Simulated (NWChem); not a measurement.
Species: B, doublet

Computed with NWChem. Pople sets run with spherical d functions. Spin-unrestricted. Medium grid unless said otherwise, to which SCAN and Minnesota functionals are sensitive. The open p shell is one determinant without spherical averaging. No stability test was run on the SCF state.

For level BLYP/6-31G*:

```
Quantity                                                     Value
-----------------------------------------------------------  -----
highest occupied level (eV)                                  -3.48
lowest empty minus highest occupied level, either spin (eV)   0.60
```

**Question.** What are these values for level M06-2X/6-31G*?

**Answer.** 
- highest occupied level (eV): -5.73
- lowest empty minus highest occupied level, either spin (eV): 5.05
